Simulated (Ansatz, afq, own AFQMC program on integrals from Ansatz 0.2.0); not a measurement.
# Where AFQMC and coupled cluster stand for AlBH$_{2}$, triplet

| atom | x (Å) | y (Å) | z (Å) |
| --- | --- | --- | --- |
| B | -0.2937 | 0.0000 | 1.0344 |
| Al | 0.0476 | 0.0000 | -0.8437 |
| H | -0.0822 | 0.0000 | 2.1984 |
| H | 0.3284 | 0.0000 | -2.3891 |

Connectivity, by distances: BH–AlH.

Basis cc-pVDZ. Noble-gas cores (and the filled d shells of Ga–Kr and In–Xe) are frozen. Integrals, coupled cluster, full CI and functionals: Ansatz 0.2.0; the random walks run on the same integrals in our own AFQMC program. The CISD trial takes its coefficients from CCSD amplitudes. Released means that phaseless walkers are propagated on without the constraint, phases kept. ± is one standard error of the sampling.

Determinant: UHF, the one that the program's search chose, which needn't be the lowest solution. The geometry is a point of a scan.

No full CI on the walks' own integrals is used here; CCSDT(Q) serves as the reference and is uncertain by about the last step of the cluster series.

Cautions: lower spins were not checked.

```
T1 diagnostic                               : 0.0187
weight of the determinant in the CISD state : 0.897
⟨S²⟩ of the determinant                     : 2.017
size of the correlated space                : 8 electrons in 36 orbitals
```

| level | correlation energy (eV) |
| --- | --- |
| MP2 | -3.2055 |
| CCSD | -4.0342 |
| CCSD(T) | -4.1637 |

(1) Estimate where AFQMC with the constraint released lies against CCSD(T) on the same integrals.

(1) 3.0 ± 0.9 kJ/mol below CCSD(T).

Reference: CCSDT(Q), correlation energy -4.208 eV. The released energy is read at 2.40 1/Eh (meV from the phaseless value at times in 1/Eh: -9 ± 9 at 0.24, 4 ± 7 at 0.51, 2 ± 7 at 0.99, 2 ± 7 at 1.62, -4 ± 9 at 2.40).

```tsv
level	E − E(reference) (kJ/mol)	share of correlation (%)
CCSD(T)	4.3	98.95
CCSDT	0.8	99.81
ph-AFQMC/CISD	1.6 ± 0.8	99.60
released AFQMC	1.3 ± 0.9	99.69
```

A walk keeps the symmetry of its determinant, which the program's search chose and which needn't be the lowest solution, so a lower state of the same spin and another symmetry isn't excluded. Released energies are given only where the last usable release times agree within the noise; a slower fall can still hide under it.
